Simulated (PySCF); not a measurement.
Compound: C5H8Cl (doublet state).
Z-matrix (Å and degrees, GFN2-xTB geometry), rows numbered from 1:
```
C 
C   1  1.5259
C   2  1.5258  1  111.29
C   2  1.5244  1  109.18  3  -120.60
C   4  1.2995  2  126.34  1  -119.07
Cl  5  1.6607  4  135.48  2    -0.05
H   1  1.0883  2  110.11  3   -60.75
H   1  1.0875  2  110.62  3   179.35
H   1  1.0880  2  110.51  3    59.14
H   2  1.0942  1  109.38  3   120.96
H   3  1.0879  2  110.50  1   -59.25
H   3  1.0883  2  110.12  1    60.58
H   3  1.0875  2  110.61  1  -179.46
H   4  1.0807  2  114.59  1    60.78
```

The hyperfine couplings belong to this conformer and change with its torsions.

The species is `CC(C)/C=[C]\Cl` [radical].

Level of theory: UKS B3LYP, pcH-1 on C Cl H, non-relativistic, mean-field spin-orbit, GIAO (PySCF). Isolated species at its GFN2-xTB geometry (one conformer only). Couplings are sensitive to structure, and on GFN2-xTB geometries they can be far from those on DFT ones. No stability test was run, so a lower SCF solution isn't excluded.

Problem. Predict the first-order ENDOR lines of H14, H10, H7 (×6) and Cl6 under fast tumbling at B = 3356.7 mT (W band).

Solution. For S = 1/2 in fast tumbling each set of equivalent nuclei gives two lines, ν± = |νn ± a/2| to first order, with νn = g_N μN B/h and μN/h = 7.62259 MHz/T.

| nuclei | isotope | g_N | νn (MHz) | a_iso (MHz) | lower line (MHz) | upper line (MHz) |
| --- | --- | --- | --- | --- | --- | --- |
| H14 | 1H | 5.5857 | 142.92 | 67.39 | 109.23 | 176.61 |
| H10 | 1H | 5.5857 | 142.92 | -5.63 | 140.10 | 145.74 |
| H7 (×6) | 1H | 5.5857 | 142.92 | 2.17 | 141.83 | 144.01 |
| Cl6 | 35Cl | 0.5479 | 14.02 | 37.68 | 4.82 | 32.86 |

Problem. Which pairs are centred on the nuclear Larmor frequency, and which on half the coupling?

Solution. Centred on νn, since |a| < 2νn: H14, H10 and H7 (×6). Centred on |a|/2 and split by 2νn: Cl6.

Problem. At what field would the lower line of H14 fall to zero frequency?

Solution. Where νn = |a|/2, that is B = 33.69 MHz/(5.5857 × 7.62259 MHz/T) = 791 mT, as far as first order holds there.

Means are taken over nuclei equivalent by connectivity, which assumes that they swap fast.

Main isotope only: 35Cl (natural samples also hold 24 % 37Cl, magnetic too, which adds its own pattern).
